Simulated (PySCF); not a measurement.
# One shape, several levels: [PHF3]+ (SMILES F[PH+](F)F)

Aim: a comparison of 6 runs (PBE0/STO-3G, MP2/STO-3G, BCCD(T)/STO-3G, NEVPT2(2,2)/STO-3G, QCISD(T)/STO-3G, CCSD(T)/STO-3G) of [PHF3]+. Input form: a Python script.

The calculation is run with PySCF 2.14.0.

2 further runs of the same task are left out: 2 set aside as unsound or not needed.

### Step 1. The molecule

The species is [PHF3]+ (5 atoms), meant as a singlet with charge +1. SMILES: `F[PH+](F)F`. The shape is that of a GFN2-xTB optimisation.

Bond lengths: F1–P2 1.523 Å, P2–F3 1.524 Å, P2–F4 1.524 Å, P2–H5 1.373 Å. Angles: F1–P2–F3 103.7°, F1–P2–F4 103.7°, F3–P2–F4 103.7°, F1–P2–H5 114.8°, F3–P2–H5 114.7°, F4–P2–H5 114.8°.

### Step 2. The energy at PBE0/STO-3G (run 1)

File calc.py:

```python
from pyscf import gto, dft

mol = gto.M(
    atom='''
F   -0.656630  -0.057650   1.326690
P    0.069480   0.083300  -0.005190
F    0.694150  -1.289710  -0.222090
F   -1.059590   0.131070  -1.027050
H    0.952580   1.133000  -0.072370
''',
    spin=0,
    verbose=4,
    charge=1,
    max_memory=1860,
    basis='sto-3g',
)

ks = dft.RKS(mol, xc='pbe0')
ks.grids.level = 5
ks.conv_tol = 1e-10
ks.kernel()
if not ks.converged:
    ks = ks.newton().run(ks.mo_coeff, ks.mo_occ)

etot = ks.e_tot
print('E(%s) = %.9f' % ('PBE0', etot))
```

On the command line:

```
$ OMP_NUM_THREADS=1 python calc.py
```

What it wrote:

```text
PySCF version 2.14.0

[... 70 lines left out ...]
converged SCF energy = -632.598972334594
E(PBE0) = -632.598972335
```

Run time: 3.6 s. Hardware: 1 thread of Intel Xeon 6975P-C (Granite Rapids), shared host; peak memory 0.23 GiB.

### Step 3. A single-point energy at MP2/STO-3G (run 2)

File geometry.xyz:

```xyz
5
F3HP
F     -0.656630    -0.057650     1.326690
P      0.069480     0.083300    -0.005190
F      0.694150    -1.289710    -0.222090
F     -1.059590     0.131070    -1.027050
H      0.952580     1.133000    -0.072370
```

File job.py:

```python
from pyscf import gto, scf, mp

molecule = gto.M(
    atom='geometry.xyz',
    charge=1,
    verbose=3,
    basis='sto-3g',
    max_memory=1860,
    spin=0,
)

calc0 = scf.RHF(molecule)
calc0.conv_tol = 1e-10
calc0.kernel()
if not calc0.converged:
    calc0 = calc0.newton().run(calc0.mo_coeff, calc0.mo_occ)

pt = mp.MP2(calc0, frozen=8).run()
energy = pt.e_tot
print('Final energy', energy)
```

On the command line:

```
$ OMP_NUM_THREADS=1 python job.py
```

What it wrote:

```text
converged SCF energy = -631.324549992215
E(RMP2) = -631.419910230905  E_corr = -0.0953602386890516
E(SCS-RMP2) = -631.425271340597  E_corr = -0.100721348381096
Final energy -631.4199102309045
```

It took 0.56 s on 1 thread of Intel Xeon 6975P-C (Granite Rapids), shared host; peak memory 0.12 GiB.

### Step 4. The energy at BCCD(T)/STO-3G (run 3)

File calc.py:

```python
# F[PH+](F)F
from pyscf import gto, cc
from pyscf.cc.bccd import bccd_kernel_

mol = gto.M(
    atom=[
    ('F', (-0.656630, -0.057650, 1.326690)),
    ('P', (0.069480, 0.083300, -0.005190)),
    ('F', (0.694150, -1.289710, -0.222090)),
    ('F', (-1.059590, 0.131070, -1.027050)),
    ('H', (0.952580, 1.133000, -0.072370)),
],
    verbose=3,
    charge=1,
    max_memory=1860,
    basis='sto-3g',
)

calc0 = mol.RHF()
calc0.conv_tol = 1e-10
calc0.kernel()
if not calc0.converged:
    calc0 = calc0.newton().run(calc0.mo_coeff, calc0.mo_occ)

mycc = cc.CCSD(calc0, frozen=8).run()
mycc = bccd_kernel_(mycc, diis=True)
e_t = mycc.ccsd_t()
e_final = mycc.e_tot + e_t
print('E(%s) = %.9f' % ('BCCD(T)', e_final))
```

On the command line:

```
$ OMP_NUM_THREADS=1 python calc.py
```

What it wrote:

```text
converged SCF energy = -631.324549992215
E(CCSD) = -631.4436686666251  E_corr = -0.1191186744096423
BCCD loop starts.

[... 22 lines left out ...]
CCSD converged
[... 22 lines left out ...]
CCSD converged
[... 20 lines left out ...]
CCSD converged
[... 3 lines left out ...]
E(BCCD(T)) = -631.450199231
```

Run time: 0.85 s. Hardware: 1 thread of Intel Xeon 6975P-C (Granite Rapids), shared host; peak memory 0.12 GiB.

Runs 4 to 5 aren't shown in full; the table further down has their settings and results.

### Step 5. A single-point energy at CCSD(T)/STO-3G (run 6)

File run.py:

```python
from pyscf import gto, cc

mol = gto.M(
    atom='''
F     -0.656630    -0.057650     1.326690
P      0.069480     0.083300    -0.005190
F      0.694150    -1.289710    -0.222090
F     -1.059590     0.131070    -1.027050
H      0.952580     1.133000    -0.072370
''',
    max_memory=1860,
    charge=1,
    basis='sto-3g',
    verbose=3,
)

mf = mol.RHF()
mf.conv_tol = 1e-10
mf.kernel()
if not mf.converged:
    mf = mf.newton().run(mf.mo_coeff, mf.mo_occ)

mycc = cc.CCSD(mf, frozen=8)
mycc.kernel()
e_t = mycc.ccsd_t()
etot = mycc.e_tot + e_t
print(f'total energy: {etot:.8f} hartree')
```

On the command line:

```
$ OMP_NUM_THREADS=1 python run.py
```

What it wrote:

```text
converged SCF energy = -631.324549992215
E(CCSD) = -631.4436686666251  E_corr = -0.1191186744096423
CCSD(T) correction = -0.00639758214643347
total energy: -631.45006625 hartree
```

It took 0.63 s on 1 thread of Intel Xeon 6975P-C (Granite Rapids), shared host; peak memory 0.12 GiB.

### Step 6. Overview of the runs

| run | level | integration grid | frozen core orbitals | energy (Eh) | HOMO energy (eV) | LUMO energy (eV) | HOMO–LUMO gap (eV) | wall time |
| --- | --- | --- | --- | --- | --- | --- | --- | --- |
| 1 | PBE0/STO-3G | 5 | – | -632.598972 | -15.44 | -3.36 | 12.08 | 3.6 s |
| 2 | MP2/STO-3G | – | 8 | -631.419910 | -21.04 | 2.02 | 23.06 | 0.56 s |
| 3 | BCCD(T)/STO-3G | – | 8 | -631.450199 | – | – | – | 0.85 s |
| 4 | NEVPT2(2,2)/STO-3G | – | – | -631.426012 | -21.04 | 2.02 | 23.06 | 0.86 s |
| 5 | QCISD(T)/STO-3G | – | 8 | -631.451117 | -21.04 | 2.02 | 23.06 | 0.87 s |
| 6 | CCSD(T)/STO-3G | – | 8 | -631.450066 | -21.04 | 2.02 | 23.06 | 0.63 s |

### Step 7. What came out

```
                                          quantity          value
                               run 6: total energy  -631.45007 Eh
        run 6: HOMO energy (Hartree–Fock orbitals)      -21.04 eV
        run 6: LUMO energy (Hartree–Fock orbitals)        2.02 eV
      run 6: HOMO–LUMO gap (Hartree–Fock orbitals)       23.06 eV
run 6: correlation energy (8 core orbitals frozen)     -125.5 mEh
                             run 6: (T) correction      -6.40 mEh
                              run 6: T1 diagnostic          0.012
```

In runs 1, 2, 3, 4, 5, 6 the basis is minimal, so the values are rough. All runs together took 7.4 s, the longest 3.6 s.
